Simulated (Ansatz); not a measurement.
## Worked example: correlation energy of C$_{3}$H$_{6}$, singlet

Geometry: MP2(full)/6-31G*, from the G2/97 set.

```xyz
9

C     0.0000    0.8670    0.0000
C     0.7508   -0.4335    0.0000
C    -0.7508   -0.4335    0.0000
H     0.0000    1.4558    0.9105
H     0.0000    1.4558   -0.9105
H     1.2607   -0.7279   -0.9105
H     1.2607   -0.7279    0.9105
H    -1.2607   -0.7279    0.9105
H    -1.2607   -0.7279   -0.9105
```

Basis STO-3G; Ansatz 0.2.0. Only valence electrons are correlated (noble-gas cores frozen), which leaves 18 electrons in 18 orbitals. R marks a restricted (for open shells ROHF) determinant.

Full CI isn't at hand for all of this; RCCSDTQ serves as the reference, and is uncertain by about the last step of the cluster series.

Runs differ by some tens of microhartree through their thresholds, so steps under 0.03 kcal/mol mean nothing.

```
    level  total energy (hartree)
      RHF             -115.666054
     RMP2             -115.822590
    RCCSD             -115.871832
 RCCSD(T)             -115.873185
   RCCSDT             -115.873495
RCCSDT(Q)             -115.873775
  RCCSDTQ             -115.873819
```

Problem. What is the correlation energy at RCCSDTQ, and what share of it do RMP2 and RCCSD(T) recover?

Solution. E(corr) = -115.873819 − (-115.666054) = -0.207765 hartree = -5.654 eV. RMP2: -0.156536 / -0.207765 = 75.34 %. RCCSD(T): -0.207131 / -0.207765 = 99.69 %.

Problem. By how many kcal/mol does RCCSD(T) miss RCCSDTQ (1 hartree = 627.509 kcal/mol), and which steps make up the rest?

Solution. -115.873185 − (-115.873819) = 0.000634 hartree = 0.40 kcal/mol. Steps: RCCSDT − RCCSD(T) = -0.19, RCCSDT(Q) − RCCSDT = -0.18, RCCSDTQ − RCCSDT(Q) = -0.03 kcal/mol. That is within 1 kcal/mol of the reference in this basis, which itself misses far more of the correlation at the basis-set limit.
